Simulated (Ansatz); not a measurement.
**B₂H₂ (triplet): from Hartree-Fock to the top rungs, def2-QZVPP**

One table from this session's results is given with a row withheld; the runs are named, their logs left out.

Method: def2-QZVPP, core rule «outside noble gas», up to 2 orbitals frozen; program: Ansatz 0.2.0, Gaussian basis.

The runs, in order: UHF; ROHF; CCSD(T) on UHF.

2 further runs of the same task are left out: 2 set aside as unsound or not needed. Runs told in other sessions of the task aren't counted.

**The system**

The geometry is a PBE0/def2-TZVP stationary point (not a proven minimum) of the parent state, kept for this charge and spin.

4 atoms, charge 0, spin multiplicity 3.

Atoms are counted from 1 here; the program's logs count them from 0.

Bond lengths: B1–B2 1.525 Å, B1–H3 1.176 Å, B2–H4 1.176 Å. Angles: B2–B1–H3 180.0°, B1–B2–H4 180.0°.

As a file:

```xyz
4

B     0.00000    0.00000    0.76252
B     0.00000    0.00000   -0.76252
H     0.00000    0.00000    1.93825
H     0.00000    0.00000   -1.93825
```

The first run:

Contents of in.yaml:

```yaml
crystal:
  periodic: [false, false, false]
  atoms:
    - {symbol: B, position_ang: [0.000000, 0.000000, 0.762520]}
    - {symbol: B, position_ang: [0.000000, 0.000000, -0.762520]}
    - {symbol: H, position_ang: [0.000000, 0.000000, 1.938254]}
    - {symbol: H, position_ang: [0.000000, 0.000000, -1.938254]}
basis:
  gaussian: {orbitals: "def2-QZVPP.json"}
magnetization: {spin_polarized: true, initial_magnetization: 2}
hamiltonian: {xc: hf}
output: {orbitals: {seedname: orbitals}}
```

The run is started by

```sh
$ ansatz run in.yaml --threads 1 --pin off --events-out ev --progress --plain --max-ram 2393MiB
```

Among the steps run: UHF; ROHF; CCSD(T) on UHF.

One of the session's tables, all rows but one given; the rest of the session is left out.

```
  method  from UCCSD(T) (meV)
    ROHF              +5508.5
     UHF                    ?
    UMP2               +882.8
   UCCSD               +197.0
UCCSD(T)                    0
```

**Question.** Estimate the row for UHF.

As computed: from UCCSD(T) (meV): +5410.0. In the column «from UCCSD(T) (meV)» it lies between UMP2 (+882.8) and ROHF (+5508.5).
